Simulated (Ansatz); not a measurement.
**Which is lower?**

Two isomers of CHOS (charge +1), singlet, relaxed at PBE0-D4/def2-TZVP (vibrations not checked).

A:

```xyz
4
angstrom
C 0.2233 0.1727 -0.0472
O 0.0908 -0.9715 0.4307
S -1.4123 -0.0071 -0.1702
H 1.0982 0.8059 -0.2133
```

B:

```
4
angstrom
O -1.4230 -0.1281 0.9352
C -0.5225 0.1430 0.3263
S 0.7710 0.6392 -0.5581
H 1.1745 -0.6541 -0.7034
```

Computed with Ansatz 0.2.0 (basis: def2-TZVPP); correlated methods freeze the cores. B3LYP uses VWN-RPA correlation.

Q: Which structure is lower at CCSD(T), and by how much? (An estimate is asked for; the value comes from the calculation.)

A: Computed: B, by 237.5 kJ/mol (electronic energy, against the other). By their contacts, A is CHOS ([CH]1[O][S]1), total charge +1 and B is CHOS ([O][C][SH]), total charge +1.

All methods give the same order:

| method | E(B) − E(A) (kJ/mol) |
| --- | --- |
| PBE-D4 | -222.2 |
| r2SCAN-D4 | -236.7 |
| PBE0-D4 | -238.4 |
| B3LYP-D4 | -240.0 |
| wB97M-V | -241.2 |
| HF | -283.8 |
| MP2 | -251.2 |
| CCSD | -248.7 |
| CCSD(T) | -237.5 |

The T1 diagnostic stays at or below 0.028. The T1 diagnostic is large here, which may signal multireference character or strong orbital relaxation, so CCSD(T) is less sure. The restricted Hartree–Fock reference is unstable towards an unrestricted one at one or more of these structures.

Labels in which every atom is bracketed show which atoms are joined, not bond orders.
